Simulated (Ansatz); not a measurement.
**Al(NH2Me)H3 (CH₈AlN): the relaxed shape and its frontier levels**

Aim: characterise Al(NH2Me)H3 (CH₈AlN) as a singlet: its structure, frontier levels and distribution of charge.

Computed with Ansatz 0.2.0, Gaussian basis. Level: RKS PBE0-D4/def2-TZVP.

Levels to be run: relaxation at r2SCAN-D4/def2-TZVP; a search for the lowest solution at PBE0-D4/def2-SVP; a single point at PBE0-D4/def2-TZVP.

1 further run of the same task is left out (it didn't finish).

**1. The system as given**

11 atoms, charge 0, spin multiplicity 1.

Atoms are counted from 1 here; the program's logs count them from 0.

Bond lengths: Al1–N2 2.045 Å, Al1–H9 1.571 Å, Al1–H10 1.571 Å, Al1–H11 1.573 Å, N2–C3 1.462 Å, N2–H4 1.019 Å, N2–H5 1.019 Å, C3–H6 1.093 Å, C3–H7 1.089 Å, C3–H8 1.089 Å. Angles: N2–Al1–H9 98.8°, N2–Al1–H10 98.6°, N2–Al1–H11 95.9°, H9–Al1–H10 118.1°, H9–Al1–H11 118.3°, H10–Al1–H11 118.3°, Al1–N2–C3 111.7°, Al1–N2–H4 109.2°, Al1–N2–H5 108.8°, C3–N2–H4 110.2°, C3–N2–H5 110.2°, H4–N2–H5 106.6°, N2–C3–H6 112.8°, N2–C3–H7 108.6°, N2–C3–H8 108.6°, H6–C3–H7 109.5°, H6–C3–H8 109.5°, H7–C3–H8 107.8°.

The start is a GFN2-xTB geometry.

**2. Optimising with r2SCAN-D4/def2-TZVP**

The input, in.yaml:

```yaml
crystal:
  periodic: [false, false, false]
  atoms:
    - {symbol: Al, position_ang: [-0.228910, -0.372980, -1.548970]}
    - {symbol: N, position_ang: [-0.260040, -0.444740, 0.494120]}
    - {symbol: C, position_ang: [0.423760, 0.704220, 1.085500]}
    - {symbol: H, position_ang: [0.174980, -1.312080, 0.805550]}
    - {symbol: H, position_ang: [-1.229600, -0.476370, 0.806520]}
    - {symbol: H, position_ang: [0.415960, 0.684390, 2.178010]}
    - {symbol: H, position_ang: [1.452320, 0.716430, 0.729140]}
    - {symbol: H, position_ang: [-0.060530, 1.613900, 0.734530]}
    - {symbol: H, position_ang: [1.327020, -0.388720, -1.766180]}
    - {symbol: H, position_ang: [-0.989030, 0.987290, -1.747500]}
    - {symbol: H, position_ang: [-1.025930, -1.711340, -1.770740]}
basis:
  gaussian: {orbitals: def2-TZVP}
hamiltonian: {xc: r2scan, dispersion: d4}
scf: {lower_state_search: "off"}
output: {orbitals: {seedname: orbitals}}
relax: {f_tol: 0.02, max_steps: 100}
```

Launch:

```
$ ansatz run in.yaml --threads 4 --pin off --events-out ev --progress --plain --max-ram 3916MiB
```

The runs that follow: Searching for the lowest solution, PBE0-D4/def2-SVP; Single point, PBE0-D4/def2-TZVP.

Q: Predict the results of all the runs planned. Wanted: point group; commonest bond, hydrogen aside; HOMO, LUMO at PBE0-D4/def2-TZVP; dipole at r2SCAN-D4/def2-TZVP.

As calculated:

| quantity | value |
| --- | --- |
| point group | Cs |
| commonest bond, hydrogen aside | Al–N, 1 of mean length 2.044 Å |
| HOMO, LUMO at PBE0-D4/def2-TZVP | -7.37, -0.09 eV |
| dipole at r2SCAN-D4/def2-TZVP | 5.56 D |

In words: The molecule keeps its bonding pattern by the stored test; the atoms moved 0.04 Å (rms). No usable vibrations, so a minimum isn't proven. The HOMO lies nearest to H11 58 %; H9, H10 about 15 % each and the LUMO to H4, H5 about 24 % each; 4 H atoms about 6 % each. The point group is read from a loosely relaxed geometry; soft torsions can leave it below the true symmetry.
